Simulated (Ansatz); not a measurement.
`C[Si]N` + H₂ → `C[SiH]` + NH₃ at 400 K and 1 bar (hydrogenolysis of the Si–N bond).

Calculated with Ansatz (gas phase, PBE0-D4/def2-TZVP geometries, no zero-point term in ΔE). CCSD(T)/CBS adds triple-zeta CCSD(T) − MP2 to the extrapolated MP2 energy (def2 sets, frozen cores). This one scheme is used for every species. One conformer a species, not always the lowest.

| species | CCSD(T)/CBS energy (Eh) | H − E (kJ/mol) | S (J/(mol·K)) |
| --- | --- | --- | --- |
| `C[Si]N` | -384.84019 | 187.7 | 321.2 |
| H₂ | -1.17544 | 38.0 | 139.0 |
| `C[SiH]` | -329.46712 | 128.7 | 279.3 |
| NH₃ | -56.50880 | 104.2 | 203.1 |

H − E and S are ideal-gas, rigid-rotor, harmonic terms from PBE0-D4/def2-TZVP, for one conformer and one mirror image of each species. The MP2-based limit puts H₂ 0.8 mEh under its directly extrapolated value; such offsets cancel only in part. 1 Eh = 2625.50 kJ/mol, R = 8.31446 J/(mol·K).

Task: By hand: ΔE, ΔH, ΔS and ΔG.

Result: ΔE = (-329.46712) + (-56.50880) − (-384.84019) − (-1.17544) = 0.03971 Eh = 104.3 kJ/mol. Δ(H − E) = 128.7 + 104.2 − 187.7 − 38.0 = 7.2, so ΔH = 111.5 kJ/mol. ΔS = 279.3 + 203.1 − 321.2 − 139.0 = 22.2 J/(mol·K). ΔG = 111.5 − 400 × (22.2)/1000 = 102.6 kJ/mol.

Task: By hand: the equilibrium constant, and the temperature at which ΔG would vanish if ΔH and ΔS stayed fixed.

Result: log₁₀ K = −ΔG/(RT ln 10) = -13.4. ΔG = 0 at ΔH/ΔS = 5023 K, far beyond where these terms or the molecules hold.

ΔH outweighs TΔS. A doubt of 5 kJ/mol in ΔE shifts log₁₀ K by 0.7 here. Other conformers and mirror images would add mixing entropy, several J/(mol·K) or more a flexible species. Modes under 60 cm⁻¹, often nearly free rotors, make the harmonic entropy too high. These are equilibria of isolated gas molecules and say nothing of rates. Largest T1 diagnostic: 0.013 (customary marks: 0.02 for closed shells, 0.045 for open ones).
